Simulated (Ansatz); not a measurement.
Cost and result for the atomization energy of C₈H₈, SMILES `C12C3C4C1C1C2C3C41` (16 atoms, 20 bonds).

Z-matrix (Å, degrees):
```
C
C 1 1.558
C 1 1.558 2 90.0
C 1 1.558 2 90.0 3 -90.0
H 1 1.088 2 125.3 3 135.0
C 2 1.558 1 90.0 3 0.0
C 2 1.558 1 90.0 3 90.0
H 2 1.088 1 125.3 3 -135.0
C 3 1.558 1 90.0 2 -90.0
H 3 1.088 1 125.3 2 135.0
H 4 1.088 1 125.3 2 -135.0
C 6 1.558 2 90.0 1 90.0
H 6 1.088 2 125.3 1 -135.0
H 7 1.088 2 125.3 1 135.0
H 9 1.088 3 125.3 1 -135.0
H 12 1.088 6 125.3 2 135.0
```

Total charge 0; spin multiplicity 1. The geometry is a stationary point of PBE0-D4/def2-TZVP. Program: Ansatz. All runs use 2 threads of an AMD EPYC 7R13 on a shared host and a share of an NVIDIA H100 80 GB. Times are those of one run each, without the atoms' runs, and a repeat can differ threefold. Electronic energies, without spin–orbit coupling; frozen cores. CCSD(T)/CBS adds CCSD(T) − MP2 in def2-TZVPP to the MP2 limit, and its time is that of the two runs behind it. T1 = 0.009. B3LYP takes the VWN-RPA correlation (the form of Gaussian; ORCA's B3LYP/G). HSE06 is the plane-wave form, built on full-range PBE exchange.

CCSD(T)/CBS is a level of theory with its own doubt, some kJ/mol a heavy atom from the limit and from the frozen cores, so smaller differences don't rank the functionals.

```json
{"level": "HSE06-D4/def2-TZVPP", "functions": "360", "wall time": "6.5 s"}
{"level": "PBE-D4/def2-TZVPP (with forces)", "functions": "360", "wall time": "6.5 s"}
{"level": "ωB97X-V/def2-TZVPP", "functions": "360", "wall time": "7.5 s"}
{"level": "BHLYP-D4/def2-TZVPP", "functions": "360", "wall time": "7.5 s"}
{"level": "CCSD(T)/def2-SVP", "functions": "152", "wall time": "8 s"}
{"level": "B3LYP-D4/def2-TZVPP (with forces)", "functions": "360", "wall time": "9 s"}
{"level": "r2SCANh-D4/def2-TZVPP", "functions": "360", "wall time": "9 s"}
{"level": "PBE-QIDH/def2-TZVPP", "functions": "360", "wall time": "9 s"}
{"level": "MP2/def2-QZVPP", "functions": "696", "wall time": "9.5 s"}
{"level": "ωB97M-V/def2-TZVPP (with forces)", "functions": "360", "wall time": "11 s"}
{"level": "B2PLYP/def2-TZVPP", "functions": "360", "wall time": "11 s"}
{"level": "CCSD(T)/def2-TZVPP", "functions": "360", "wall time": "24 s"}
{"level": "CCSD(T)/CBS(def2)", "functions": "–", "wall time": "33 s"}
```

(1) What atomization energy does each give, and how far from CCSD(T)/CBS? (Best estimate.)

Results:

(1) Ansatz gave: 
```tsv
level	atomization (kJ/mol)	difference from CCSD(T)/CBS	per bond
HSE06-D4/def2-TZVPP	7295.5	187.1	9.4
PBE-D4/def2-TZVPP (with forces)	7414.9	306.5	15.3
ωB97X-V/def2-TZVPP	7172.7	64.3	3.2
BHLYP-D4/def2-TZVPP	6873.1	-235.3	-11.8
CCSD(T)/def2-SVP	6860.2	-248.2	-12.4
B3LYP-D4/def2-TZVPP (with forces)	7089.8	-18.6	-0.9
r2SCANh-D4/def2-TZVPP	7120.1	11.7	0.6
PBE-QIDH/def2-TZVPP	7208.3	99.9	5.0
MP2/def2-QZVPP	7232.4	124.0	6.2
ωB97M-V/def2-TZVPP (with forces)	7172.0	63.6	3.2
B2PLYP/def2-TZVPP	7034.2	-74.2	-3.7
CCSD(T)/def2-TZVPP	6941.8	-166.6	-8.3
CCSD(T)/CBS(def2)	7108.4	0.0	0.0
```

In def2-TZVPP, CCSD(T) changes the Hartree–Fock value by +1808.3 kJ/mol (the triples alone add +132.1 kJ/mol) and MP2 by +2001.6 kJ/mol; breaking electron pairs costs correlation energy, which Hartree–Fock lacks. From BLYP to BHLYP (50 % exact exchange), in def2-TZVPP and without D4, the atomization energy moves by −146.1 kJ/mol: exact exchange takes away binding that semilocal exchange gives to molecules. At CCSD(T), def2-SVP lies −248.2 kJ/mol from the extrapolated value and def2-TZVPP −166.6 kJ/mol: correlation converges slowly with the basis, and small sets miss more of it in the bonded molecule than in its fragments.
